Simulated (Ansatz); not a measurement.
# Al₂HCl+ (doublet): the correlation ladder, cc-pVDZ

Aim: climb from Hartree-Fock through coupled cluster and multireference methods for Al₂HCl+ (doublet) at one geometry and basis, and see what each rung misses.

Computed with Ansatz 0.2.0, Gaussian basis. Level: cc-pVDZ, core rule «outside noble gas», up to 15 orbitals frozen.

The runs, in order: UHF; CCSD(T) on ROHF; CCSD(T) on UHF; BCCD(T) on ROHF; CISD; CCSDT(Q) on ROHF; CCSDT(Q) on UHF; CASSCF and MRCISD+Q, 9 electrons in 9 orbitals; CASSCF and NEVPT2, 9 electrons in 9 orbitals.

15 further runs of the same task are left out: 6 that didn't finish, 9 set aside as unsound or not needed.

## 1. The geometry

The geometry is a PBE0/def2-TZVP stationary point (not a proven minimum) of the parent state, kept for this charge and spin.

4 atoms, charge 1, spin multiplicity 2.

Atoms are counted from 1 here; the program's logs count them from 0.

Bond lengths: Al1–Al2 2.660 Å, Al1–H4 1.822 Å, Al2–Cl3 2.128 Å, Al2–H4 1.926 Å. Angles: Al2–Al1–H4 46.4°, Al1–Al2–Cl3 147.9°, Al1–Al2–H4 43.2°, Cl3–Al2–H4 104.7°, Al1–H4–Al2 90.4°.

## 2. UHF

Input file in.yaml:

```yaml
crystal:
  periodic: [false, false, false]
  atoms:
    - {symbol: Al, position_ang: [0.000000, 0.166286, 2.592835]}
    - {symbol: Al, position_ang: [0.000000, -0.468616, 0.009808]}
    - {symbol: Cl, position_ang: [0.000000, 0.197465, -2.010827]}
    - {symbol: H, position_ang: [0.000000, 1.147488, 1.058134]}
basis:
  gaussian: {orbitals: cc-pVDZ}
total_charge: 1
magnetization: {spin_polarized: true, initial_magnetization: 1}
hamiltonian: {xc: hf}
output: {orbitals: {seedname: orbitals}}
```

Run with:

```bash
$ ansatz run in.yaml --threads 1 --pin off --events-out ev --progress --plain --max-ram 2393MiB
```

The runs that follow: CCSD(T) on ROHF; CCSD(T) on UHF; BCCD(T) on ROHF; CISD; CCSDT(Q) on ROHF; CCSDT(Q) on UHF; CASSCF and MRCISD+Q, 9 electrons in 9 orbitals; CASSCF and NEVPT2, 9 electrons in 9 orbitals.

Before running them: what should the planned runs give, taken together? Wanted: UCCSDT(Q) below the RHF energy; RMP2 from UCCSDT(Q); UMP2 from UCCSDT(Q); RCCSD from UCCSDT(Q); RCCSD(T) from UCCSDT(Q); UCCSD(T) from UCCSDT(Q); RCCSDT(Q) from UCCSDT(Q); T1 diagnostic.

**Answer**, as computed:

```
                         quantity                      value
   UCCSDT(Q) below the RHF energy                 -7.3161 eV
              RMP2 from UCCSDT(Q)            +29.55 kcal/mol
              UMP2 from UCCSDT(Q)            +31.01 kcal/mol
             RCCSD from UCCSDT(Q)             +5.81 kcal/mol
          RCCSD(T) from UCCSDT(Q)             +1.23 kcal/mol
          UCCSD(T) from UCCSDT(Q)             +1.26 kcal/mol
         RCCSDT(Q) from UCCSDT(Q)             +0.05 kcal/mol
levels within 1 kcal/mol (43 meV)  RCCSDT, UCCSDT, RCCSDT(Q)
                    T1 diagnostic                      0.030
```

**Reading.** RCCSD(T) misses by +1.23 kcal/mol, 0.7 % of the correlation energy. These misses are within one basis, not against nature; the frozen cores of restricted and unrestricted runs differ, which can shift their rows.
